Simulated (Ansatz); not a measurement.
# What a trial cell of RbIr3 relaxes into

The calculation used DFT PBE, scalar-relativistic, plane waves, PAW in Ansatz 0.2.0. Cutoff 420 eV, Γ-centred k mesh, Gaussian smearing, no spin polarisation in the final step.

The start puts RbIr3 on the Ni3Sn (D0_19) structure type (P6_3/mmc, No. 194), with Rb in place of Sn, Ir in place of Ni, at a guessed volume.

```yaml
crystal:
  lattice:
    - [6.19044, 0.00000, 0.00000]
    - [-3.09522, 5.36108, 0.00000]
    - [0.00000, 0.00000, 4.96878]
  atoms:
    - { symbol: Rb, position: [0.33333, 0.66667, 0.25000] }
    - { symbol: Rb, position: [0.66667, 0.33333, 0.75000] }
    - { symbol: Ir, position: [0.83300, 0.66600, 0.25000] }
    - { symbol: Ir, position: [0.16700, 0.83300, 0.75000] }
    - { symbol: Ir, position: [0.33400, 0.16700, 0.25000] }
    - { symbol: Ir, position: [0.16700, 0.33400, 0.75000] }
    - { symbol: Ir, position: [0.83300, 0.16700, 0.25000] }
    - { symbol: Ir, position: [0.66600, 0.83300, 0.75000] }
```

Cell and atoms relax at zero pressure; the relaxation can't lower the symmetry of the start. After a coarse first stage the cell is made exact in the group found at 0.06 Å.

Energies over the elements count from the elements' standard structures at the same level, with no empirical corrections.

(1) Which crystal results?

(2) What are its volume, energy, density and gap?

Results:

(1) It keeps P6_3/mmc (No. 194), but not the shape of the type it started on. Conventional cell: a = 7.808 Å, c = 4.483 Å. Rb is coordinated by 12 Ir at 3.80–3.99 Å; around Ir lie 2 Ir at 2.50 Å and 4 Ir at 2.67 Å.

```cif
data_structure
_symmetry_space_group_name_H-M 'P6_3/mmc'
_symmetry_Int_Tables_number 194
_cell_length_a 7.8079
_cell_length_b 7.8079
_cell_length_c 4.4826
_cell_angle_alpha 90.000
_cell_angle_beta 90.000
_cell_angle_gamma 120.000
_cell_volume 236.66
loop_
_atom_site_label
_atom_site_type_symbol
_atom_site_symmetry_multiplicity
_atom_site_Wyckoff_symbol
_atom_site_fract_x
_atom_site_fract_y
_atom_site_fract_z
_atom_site_occupancy
Rb1 Rb 2 c 0.33333 0.66667 0.25000 1
Ir1 Ir 6 h 0.89326 0.78652 0.25000 1
```

(2) The volume per atom is 29.58 Å³. The density is 9.29 g/cm³ and the energy over the elements is 1.15 eV/atom. The gap on the 6×6×8 mesh is 0 eV (a metal).

The final run used a 6×6×8 mesh on its 8-atom cell and 0.10 eV smearing. For metals, differences of a few meV/atom aren't resolved. Spin–orbit coupling is left out. A structure relaxed within its symmetry needn't be a true minimum. The steps took about 5 core-minutes in all.